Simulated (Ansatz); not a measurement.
## Relaxing a trial structure of BClH+

The starting geometry of this gas-phase singlet was optimised with GFN2-xTB.

```yaml
atoms:
  - { symbol: B, position_ang: [-1.8844, 1.1109, -1.5160] }
  - { symbol: Cl, position_ang: [-2.5937, 0.0191, -0.7447] }
  - { symbol: H, position_ang: [-1.3410, 1.9478, -2.1092] }
```

Where would you expect an optimisation with B3LYP-D4/def2-TZVP to take it?

It keeps its bonds.

The energy falls by 0.15 eV over 6 steps:

```csv
step,E − E(last) (eV)
1,0.153
2,0.041
3,0.001
4,0.000
5,0.000
6,0.000
```

Final geometry (Å):

```json
{"atom": "B", "x (Å)": "-1.8739", "y (Å)": "1.1273", "z (Å)": "-1.5283"}
{"atom": "Cl", "x (Å)": "-2.6199", "y (Å)": "-0.0212", "z (Å)": "-0.7158"}
{"atom": "H", "x (Å)": "-1.3254", "y (Å)": "1.9717", "z (Å)": "-2.1257"}
```

Frequencies at the end are all real (lowest 715 cm⁻¹). Run with Ansatz 0.2.0, 7.5 s on 1 thread of Intel(R) Xeon(R) Processor @ 2.50GHz (Skylake/Cascade Lake), with other jobs on the host.
